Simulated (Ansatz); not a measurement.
## Ansatz (development build ahead of 0.2.0) run

```yaml
crystal:
  periodic: [false, false, false]
  atoms:
    - { symbol: C, position_ang: [0.0, 0.0, 0.6081] }
    - { symbol: C, position_ang: [0.0, 0.0, -0.6081] }
    - { symbol: H, position_ang: [0.0, 0.0, -1.674] }
    - { symbol: H, position_ang: [0.0, 0.0, 1.674] }
basis:
  gaussian: { orbitals: pcseg-2 }
magnetization:
  spin_polarized: true
hamiltonian:
  xc: pbe0
```

The input is written out in the form of the current development build from the run's settings.

Results

```yaml
Converged: yes
Total_energy: -77.25580 hartree
Spin_squared_of_the_determinant: 0.000
Stability_test: minimum
```
